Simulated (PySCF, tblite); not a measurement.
## A complex of ammonia and chloride

A gas-phase complex of ammonia and chloride; charge -1, singlet. The structure comes from a short search (6 tight-binding starts) and was relaxed by PBE0-D3(BJ)/def2-TZVPD; another way of binding may lie lower. Frequencies by PBE0-D3(BJ)/def2-TZVPD show no clear imaginary mode.

```tsv
part	name	SMILES	atoms	charge	multiplicity
1	ammonia	N	1–4	0	1
2	chloride	[Cl-]	5	-1	1
```

```xyz
5

N     0.218    0.029    0.056
H    -0.140    0.975    0.144
H    -0.418   -0.422   -0.622
H    -0.003   -0.420    0.939
Cl   -2.176   -1.357   -1.812
```
Atoms count from 1 in this order.

```
 contact  kind (by geometry)  distance (Å)  angle (°)
H3···Cl5       hydrogen bond         2.320        168
```

Interaction energies are complex less parts, with the parts frozen as they stand in it; counterpoise-corrected, in kcal/mol (PySCF). The CCSD(T) estimate is Hartree-Fock/aug-cc-pVQZ, plus the MP2 correlation part extrapolated as X⁻³ from aug-cc-pVTZ and aug-cc-pVQZ, plus CCSD(T) less MP2 in aug-cc-pVDZ; noble-gas cores are frozen. It isn't the exact limit.

```tsv
level	interaction	superposition error removed
Hartree-Fock/aug-cc-pVQZ	-6.10	-
wB97M-D3(BJ)/def2-TZVPD	-8.53	-0.11
PBE0-D3(BJ)/def2-TZVPD	-9.19	-0.11
MP2/aug-cc-pVQZ	-8.96	-0.33
```

**Question.** What does CCSD(T) at its estimated basis limit give, and which of these levels comes nearest?

**Answer.** -8.87 kcal/mol. MP2/aug-cc-pVQZ is nearest, off by -0.10; the errors are Hartree-Fock/aug-cc-pVQZ +2.77, wB97M-D3(BJ)/def2-TZVPD +0.33, PBE0-D3(BJ)/def2-TZVPD -0.33, MP2/aug-cc-pVQZ -0.10.

**Question.** What holds them together? Decompose the wB97M-D3(BJ)/def2-TZVPD energy: frozen parts, their antisymmetrised product, then relaxation.

**Answer.** electrostatic -11.7, Pauli repulsion +9.5, orbital relaxation -5.8, dispersion correction -0.7 kcal/mol, which sum to the value before the counterpoise correction; the Pauli term holds the exchange-correlation of the frozen density too. Of the attraction, 64 % is electrostatic, 32 % is orbital relaxation, 4 % is dispersion correction.

The parts were also relaxed and run alone, at the levels used for the complex: vibrations by PBE0-D3(BJ)/def2-TZVPD; shieldings by PBE0/aug-pcSseg-2; core levels by delta-SCF with SCAN, aug-pcX-2 on the ionised atom and aug-pcseg-1 elsewhere, spin-free X2C (2p3/2 is the spin-free 2p value less a third of a first-order spin-orbit splitting).

Values alone: N1–H3 bond (Å): 1.013; stretch carried by H3 (cm⁻¹, harmonic): 3502, 3630, 3630; its infrared intensity (km/mol): 4, 5, 5; shielding of H3 (ppm): 31.56; shielding of Cl5 (ppm): 1149.3; shielding of N1 (ppm): 262.2; N1 1s core level (eV): 405.53; Cl5 2p3/2 core level (eV): 196.90.

**Question.** How do these values change when the complex forms?

**Answer.** 
| property | alone | in the complex | change |
| --- | --- | --- | --- |
| N1–H3 bond (Å) | 1.013 | 1.033 | +0.020 |
| stretch carried by H3 (cm⁻¹, harmonic) | 3502, 3630, 3630 | 3266 | -321 from the mean |
| its infrared intensity (km/mol) | 4, 5, 5 | 543 |  |
| shielding of H3 (ppm) | 31.56 | 26.30 | -5.26 |
| shielding of Cl5 (ppm) | 1149.3 | 1101.4 | -47.9 |
| shielding of N1 (ppm) | 262.2 | 247.2 | -15.0 |
| N1 1s core level (eV) | 405.53 | 400.52 | -5.02 |
| Cl5 2p3/2 core level (eV) | 196.90 | 197.37 | +0.47 |
